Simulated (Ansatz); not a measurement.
The parent structure is Ni in the fcc (Cu type) structure (space group Fm-3m, No. 225; a = 3.4782 Å; ferromagnetic).

All numbers come from Ansatz (a first-principles code) r2SCAN, no spin-orbit coupling.

It is then changed as follows: Cu takes the place of Ni on all its sites, then cell and atoms are relaxed.

Measured lattice parameter a: Ni 3.508 Å (static lattice; corrected from measurement; as listed in Daniel Mejia-Rodriguez, S. B. Trickey, Phys. Rev. B (2018)); Cu 3.595 Å (static lattice; corrected from measurement; as listed in Gábor I. Csonka et al., Physical Review B (2009)).

Q: How well does r2SCAN reproduce the measured shift?

A: With r2SCAN the lattice parameter a moves by +0.099 Å (3.478 → 3.577) against +0.087 Å measured.

Other magnetic orders, which the real material may have, were not ruled out. Whether these cells are dynamically stable was not tested. Spin-polarised in the final run: base; the other runs are not.
